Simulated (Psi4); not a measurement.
Psi4 input (wB97X-D/6-31G*):

```
memory 1500 MB

molecule {
1 2
C    -0.00000000   -0.00000000   -1.08079300
S     0.00000000    0.00000000    0.40529737
symmetry c1
no_reorient
no_com
}

set {
  basis 6-31G*
  reference uks
  scf_type pk
  dft_radial_points 99
  dft_spherical_points 590
  e_convergence 1e-8
  d_convergence 1e-7
  maxiter 150
}

e = energy('wb97x-d')
print_out(f'\nFINAL {e:.10f} DIPOLE {variable("CURRENT DIPOLE")[0]:.6f} {variable("CURRENT DIPOLE")[1]:.6f} {variable("CURRENT DIPOLE")[2]:.6f}\n')
```

Output:

```
   => Loading Basis Set <=

    Name: 6-31G*
    Role: ORBITAL
    Keyword: BASIS
    atoms 1 entry C          line   111 file 6-31gs.gbs
    atoms 2 entry S          line   316 file 6-31gs.gbs

   => WB97X-D: Empirical Dispersion <=

    Chai and Head-Gordon Dispersion Correction
    Chai, J.-D.; Head-Gordon, M. (2010), J. Chem. Phys., 132: 6615-6620

        s6 =       1.000000

         ---------------------------------------------------------
                                   SCF
               by Justin Turney, Rob Parrish, Andy Simmonett
                          and Daniel G. A. Smith
                              UKS Reference
         ---------------------------------------------------------

  ==> Geometry <==

    Molecular point group: c1
    Full point group: C_inf_v

    Geometry (in Angstrom), charge = 1, multiplicity = 2:

       Center              X                  Y                   Z               Mass
    ------------   -----------------  -----------------  -----------------  -----------------
         C            0.000000000000     0.000000000000    -1.080793000000    12.000000000000
         S            0.000000000000     0.000000000000     0.405297370000    31.972071174400

  Running in c1 symmetry.

  Rotational constants: A = ************  B =      0.87484  C =      0.87484 [cm^-1]
  Rotational constants: A = ************  B =  26227.18012  C =  26227.18012 [MHz]
  Nuclear repulsion =   34.184335791315306

  Charge       = 1
  Multiplicity = 2
  Electrons    = 21
  Nalpha       = 11
  Nbeta        = 10

  ==> Algorithm <==

  SCF Algorithm Type is PK.
  DIIS enabled.
  MOM disabled.
  Fractional occupation disabled.
  Guess Type is SAD.
  Energy threshold   = 1.00e-08
  Density threshold  = 1.00e-07
  Integral threshold = 1.00e-12

  ==> Primary Basis <==

  Basis Set: 6-31G*
    Blend: 6-31G*
    Number of shells: 14
    Number of basis functions: 34
    Number of Cartesian functions: 34
    Spherical Harmonics?: false
    Max angular momentum: 2

  ==> DFT Potential <==

   => LibXC <=

    Version 7.1.2
    S. Lehtola, C. Steigemann, M. J. T. Oliveira, and M. A. L. Marques,  SoftwareX 7, 1–5 (2018) (10.1016/j.softx.2017.11.002)

   => Composite Functional: WB97X-D <=

    wB97X-D Hyb-GGA Exchange-Correlation Functional

    J.-D. Chai and M. Head-Gordon,  Phys. Chem. Chem. Phys. 10, 6615–6620 (2008) (10.1039/B810189B)

    Deriv               =              1
    GGA                 =           TRUE
    Meta                =          FALSE

    Exchange Hybrid     =           TRUE
    MP2 Hybrid          =          FALSE

   => Exchange-Correlation Functionals <=

    1.0000   wB97X-D range-separated functional

   => Exact (HF) Exchange <=

    0.7780            HF,LR [omega = 0.2000]
    0.2220               HF

   => LibXC Density Thresholds  <==

    XC_HYB_GGA_XC_WB97X_D:  1.00E-14

   => Molecular Quadrature <=

    Radial Scheme          =       TREUTLER
    Pruning Scheme         =           NONE
    Nuclear Scheme         =       TREUTLER

    Blocking Scheme        =         OCTREE
    BS radius alpha        =              1
    Pruning alpha          =              1
    Radial Points          =             99
    Spherical Points       =            590
    Total Points           =         108249
    Total Blocks           =            889
    Max Points             =            255
    Max Functions          =             34
    Weights Tolerance      =       1.00E-15

  ==> Integral Setup <==

  Using in-core PK algorithm.
   Calculation information:
      Number of atoms:                   2
      Number of AO shells:              14
      Number of primitives:             42
      Number of atomic orbitals:        34
      Number of basis functions:        34

      Integral cutoff                 1.00e-12
      Number of threads:                 1

  Performing in-core PK
  Using 531930 doubles for integral storage.
  We computed 5549 shell quartets total.
  Whereas there are 5565 unique shell quartets.

  Computing range-separated integrals for PK
  We computed 5549 wK shell quartets total.
  Whereas there are 5565 wK unique shell quartets.

  ==> DiskJK: Disk-Based J/K Matrices <==

    J tasked:                  Yes
    K tasked:                  Yes
    wK tasked:                 Yes
    Omega:               2.000E-01
    Schwarz Cutoff:          1E-12


  Cached 100.0% of DFT collocation blocks in 0.097 [GiB].

  Minimum eigenvalue in the overlap matrix is 1.4053944147E-02.
  Reciprocal condition number of the overlap matrix is 2.7769168603E-03.
    Using symmetric orthogonalization.

  ==> Pre-Iterations <==

  SCF Guess: Superposition of Atomic Densities via on-the-fly atomic UHF (no occupation information).

   -------------------------
    Irrep   Nso     Nmo
   -------------------------
     A         34      34
   -------------------------
    Total      34      34
   -------------------------

  ==> Iterations <==

                        Total Energy        Delta E     RMS |[F,P]|

   @UKS iter SAD:  -435.73311289012759   -4.35733e+02   0.00000e+00
   @UKS iter   1:  -435.73133599836939    1.77689e-03   4.22980e-03 ADIIS/DIIS
   @UKS iter   2:  -435.74277880087982   -1.14428e-02   3.12181e-03 ADIIS/DIIS
   @UKS iter   3:  -435.74641688817997   -3.63809e-03   2.23590e-03 ADIIS/DIIS
   @UKS iter   4:  -435.75009070833551   -3.67382e-03   3.43316e-04 ADIIS/DIIS
   @UKS iter   5:  -435.75054636247165   -4.55654e-04   2.46220e-04 ADIIS/DIIS
   @UKS iter   6:  -435.75098966109539   -4.43299e-04   1.64238e-04 ADIIS/DIIS
   @UKS iter   7:  -435.75129556373213   -3.05903e-04   5.65208e-05 DIIS
   @UKS iter   8:  -435.75131209930640   -1.65356e-05   1.15465e-05 DIIS
   @UKS iter   9:  -435.75131248973986   -3.90433e-07   4.60574e-06 DIIS
   @UKS iter  10:  -435.75131251904185   -2.93020e-08   9.24831e-07 DIIS
   @UKS iter  11:  -435.75131252005804   -1.01619e-09   9.36452e-08 DIIS
  Energy and wave function converged.

  ==> Post-Iterations <==

   Electrons on quadrature grid:
      Nalpha   =   10.9999999996 ; deviation = -3.588e-10
      Nbeta    =   10.0000000022 ; deviation = 2.225e-09
      Ntotal   =   21.0000000019 ; deviation = 1.866e-09

   @Spin Contamination Metric:   6.817934442E-02
   @S^2 Expected:                7.500000000E-01
   @S^2 Observed:                8.181793444E-01
   @S   Expected:                5.000000000E-01
   @S   Observed:                5.000000000E-01

    Orbital Energies [Eh]
    ---------------------

    Alpha Occupied:

       1A    -89.441905     2A    -10.788623     3A     -8.460394
       4A     -6.409992     5A     -6.403376     6A     -6.403376
       7A     -1.284726     8A     -0.941924     9A     -0.793399
      10A     -0.761420    11A     -0.761420

    Alpha Virtual:

      12A     -0.330228    13A     -0.330228    14A     -0.093041
      15A      0.096420    16A      0.172659    17A      0.172659
      18A      0.229507    19A      0.284405    20A      0.371417
      21A      0.371417    22A      0.499031    23A      0.499033
      24A      0.512318    25A      0.512318    26A      0.687599
      27A      0.980400    28A      1.392154    29A      1.392155
      30A      1.627546    31A      1.627546    32A      2.127423
      33A      3.671591    34A      3.754941

    Beta Occupied:

       1A    -89.442849     2A    -10.769313     3A     -8.461306
       4A     -6.406934     5A     -6.406934     6A     -6.406904
       7A     -1.265013     8A     -0.898594     9A     -0.748464
      10A     -0.748464

    Beta Virtual:

      11A     -0.436293    12A     -0.292816    13A     -0.292816
      14A     -0.085219    15A      0.103225    16A      0.170178
      17A      0.170178    18A      0.243873    19A      0.342967
      20A      0.400087    21A      0.400087    22A      0.480482
      23A      0.480485    24A      0.525546    25A      0.525546
      26A      0.721017    27A      1.010190    28A      1.459012
      29A      1.459012    30A      1.706276    31A      1.706276
      32A      2.195252    33A      3.671036    34A      3.840179

    Final Occupation by Irrep:
              A
    DOCC [    10 ]
    SOCC [     1 ]
    NA   [    11 ]
    NB   [    10 ]

  @UKS Final Energy:  -435.75131252005804

   => Energetics <=

    Nuclear Repulsion Energy =             34.1843357913153056
    One-Electron Energy =                -660.5535428770458566
    Two-Electron Energy =                 212.8625830448556826
    DFT Exchange-Correlation Energy =     -22.2446861105673115
    Empirical Dispersion Energy =          -0.0000023686158735
    VV10 Nonlocal Energy =                  0.0000000000000000
    Total Energy =                       -435.7513125200580362

  UHF NO Occupations:
  HONO-2 :    9  A 1.9832013
  HONO-1 :   10  A 1.9832013
  HONO-0 :   11  A 1.0000000
  LUNO+0 :   12  A 0.0167987
  LUNO+1 :   13  A 0.0167987
  LUNO+2 :   14  A 0.0006076
  LUNO+3 :   15  A 0.0001656

Computation Completed

Properties will be evaluated at   0.000000,   0.000000,   0.000000 [a0]

Properties computed using the SCF density matrix

 Multipole Moments:

 ------------------------------------------------------------------------------------
     Multipole            Electronic (a.u.)      Nuclear  (a.u.)        Total (a.u.)
 ------------------------------------------------------------------------------------

 L = 1.  Multiply by 2.5417464519 to convert [e a0] to [Debye]
 Dipole X            :         -0.0000000            0.0000000           -0.0000000
 Dipole Y            :          0.0000000            0.0000000            0.0000000
 Dipole Z            :         -0.2902875           -0.0000002           -0.2902877
 Magnitude           :                                                    0.2902877

 ------------------------------------------------------------------------------------

FINAL -435.7513125201 DIPOLE -0.000000 0.000000 -0.290288

*** Psi4 exiting successfully. Buy a developer a beer!
```

The dipole moment of an ion depends on the origin.
